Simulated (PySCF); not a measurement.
CF2 (triplet state).
Atom-mapped SMILES: `[F:1][C:2][F:3]`

Level of theory: PySCF 2.14.0, UKS B3LYP, IGLO-III on C F, non-relativistic, mean-field spin-orbit, GIAO. Geometry: PBE0-D3(BJ)/def2-SVP; no solvent, vibrations or thermal averaging. This triplet need not be the ground state; the singlet was not compared here.

(1) What is the g tensor, term by term?

(2) At 9.674 GHz, how far is the centre of the isotropic spectrum from where a free electron (g = 2.002319) resonates, zero-field splitting left aside?

(3) What are the electron Larmor frequencies g μB B/h along the three axes at 330 mT?

(4) What effective moment and Curie constant follow for a powder at temperatures where kT is far above the zero-field splitting?

Results:

(1) 
| Δg (ppm) | 1 | 2 | 3 |
| --- | --- | --- | --- |
| relativistic mass correction | -249 | -249 | -249 |
| gauge correction | 57 | 7 | 28 |
| orbital Zeeman/spin–orbit | -99 | 749 | 1169 |
| total | -291 | 507 | 947 |

So g = 2.00203, 2.00283, 2.00327 and g_iso = 2.00271; the tensor is rhombic: the two nearest values differ by 36 % of g3 − g1. Axes: g2 is normal to the molecular plane.

(2) B = hν/(g μB) with μB/h = 13.99624 MHz/mT gives 345.19 mT for the free electron and 345.13 mT at g_iso, 0.07 mT lower.

(3) 9.2469, 9.2506, 9.2526 GHz for g1, g2 and g3, a range of 5.7 MHz.

(4) With the mean of g² = 4.0108 and S(S+1) = 2.00: μ_eff = √(⟨g²⟩S(S+1)) = 2.832 μB and χT = 0.12505·⟨g²⟩·S(S+1) = 1.003 cm³ K/mol (cgs; spin-Hamiltonian part alone).

The Mulliken spin populations are largest on C2 (+1.81), F1 (+0.09) and F3 (+0.09). C2 is the only atom above +0.15.

The HOMO–LUMO gaps are 7.77 eV among the α and 8.20 eV among the β orbitals.

Hardware: an x86-64 server with one thread, on a shared host. Cost: 6.8 s wall.
